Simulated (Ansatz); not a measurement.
Isomers of C₄H₆ClF, relaxed with PBE0-D4/def2-TZVP in Ansatz; electronic energies, one conformer each and not always the lowest. Functionals use def2-TZVPP; CBS adds triple-zeta CCSD(T) − MP2 to the MP2 limit of def2-TZVPP and def2-QZVPP.

(1) Order them by energy at frozen-core CCSD(T)/CBS, lowest first. (Estimate.)
A. `C=CC(C)(F)Cl`
B. `CC/C=C(\F)Cl`
C. `C/C(Cl)=C/CF`
D. `C[C@@]1(Cl)C[C@H]1F`
E. `FC1(Cl)CCC1`

(2) How do B3LYP-D4, PBE-D4, r2SCAN-D4, PBE0-D4 place them (kcal/mol, against `C=CC(C)(F)Cl`)? (Best estimate.)

Results:

(1) A (0.0 kcal/mol), C (2.6 kcal/mol), E (3.6 kcal/mol), B (5.4 kcal/mol), D (12.1 kcal/mol).

(2) The calculation gave: 
```tsv
isomer	B3LYP-D4	PBE-D4	r2SCAN-D4	PBE0-D4
`CC/C=C(\F)Cl`	3.9	1.8	3.6	2.5
`C/C(Cl)=C/CF`	1.4	0.7	2.3	0.9
`C[C@@]1(Cl)C[C@H]1F`	12.8	8.9	10.3	7.3
`FC1(Cl)CCC1`	5.6	1.3	3.0	-0.4
```

B3LYP here is the variant with VWN-RPA as its local correlation; programs differ in this.
